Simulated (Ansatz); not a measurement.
Wurtzite CdS, treated with PBE in Ansatz (PAW).

Total energies, extrapolated to zero smearing (they compare only within this program, potentials and cutoff; free atoms with spin allowed, lowest state found):

```json
[
 {"system": "wurtzite CdS, relaxed", "energy (eV/atom)": "-4578.9169"},
 {"system": "free Cd atom", "energy (eV/atom)": "-8253.7095"},
 {"system": "free S atom", "energy (eV/atom)": "-899.0015"}
]
```

**Question.** Work out the cohesive energy per atom.

**Answer.** E_coh = [1 × (-8253.7095) + 1 × (-899.0015)]/2 − (-4578.9169) = 2.56 eV/atom. The reference value is 2.87 ± 0.03 eV/atom (derived here from tabulated measurements, copied from a table, unchecked, brought to a static lattice with a Debye model, atoms in their spin–orbit ground levels; inputs from the CRC Handbook), a difference of -0.31 eV/atom.

The PAW data were made under PBE.

Ansatz is an electronic-structure program.
